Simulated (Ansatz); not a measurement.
C2H2FNO can be A, `FC1=NCO1`, or B, `O=C=NCF`.

Program: Ansatz. Geometries: PBE0-D4/def2-TZVP. ΔE: electronic, gas phase. CCSD(T)/CBS is the MP2 limit (def2-TZVPP, def2-QZVPP) plus CCSD(T) − MP2 in def2-TZVPP, frozen cores. DFT in def2-TZVPP. B3LYP here is the variant with VWN-RPA as its local correlation; programs differ in this. Each species was taken in one conformer, which may not be the lowest.

Q: Which is lower in electronic energy at CCSD(T)/CBS, and by how much? (Estimate.)

A: Ansatz gave: B, by 30.5 kcal/mol.

Q: Give E(B) − E(A) in kcal/mol with HF/def2-TZVPP, CCSD(T)/def2-SVP, CCSD(T)/def2-TZVPP, ωB97M-V, LDA (SPW92), PBE0-D4, B3LYP. (An estimate is asked.)

A: Computed: HF/def2-TZVPP -36.3, CCSD(T)/def2-SVP -33.7, CCSD(T)/def2-TZVPP -30.4, ωB97M-V -30.3, LDA (SPW92) -27.5, PBE0-D4 -30.4, B3LYP -36.9. None reverses the order clearly.

Q: Does the order hold for the free energy at 298.15 K (harmonic terms from PBE0-D4)? (An estimate is asked.)

A: Ansatz gave: Yes: G(B) − G(A) = -32.8 kcal/mol, for one conformer each. Modes under 60 cm⁻¹, often nearly free rotors, make the harmonic entropy too high.

Largest T1 diagnostic: 0.015.

Leaving LDA and LC-ωPBE aside and taking each functional with its dispersion term where it has one, the values, not all of them listed here, spread over 8.9 kcal/mol, from BLYP-D4 to ωB97X-V. LDA lies +5.0 kcal/mol from PBE without D4. From BLYP to BHLYP (50 % exact exchange), in def2-TZVPP and without D4, E(B) − E(A) moves by +4.0 kcal/mol.
